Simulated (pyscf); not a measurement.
Thermochemistry of product channels of GeH₂ [singlet] + HCl on the singlet surface, in kcal/mol, from ωB97M-D3(BJ)/def2-TZVP energies (ideal gas, 1 atm, RRHO with modes under 100 cm⁻¹ raised to 100, one conformer, R ln 2 for rigid chiral ones). Single points on ωB97X-D3(BJ)/def2-SVP structures (PySCF, gas phase).

```csv
products,ΔE,ΔH(298 K),ΔG(900 K),ΔG(1200 K)
Cl–GeH₃,-54.7,-52.0,-20.9,-10.8
Cl–GeH: [singlet] + H₂,-25.3,-25.7,-23.7,-23.4
```

These are energies of the channels, which say nothing of barriers. Elements up to Kr have no core potential and no relativistic terms here.
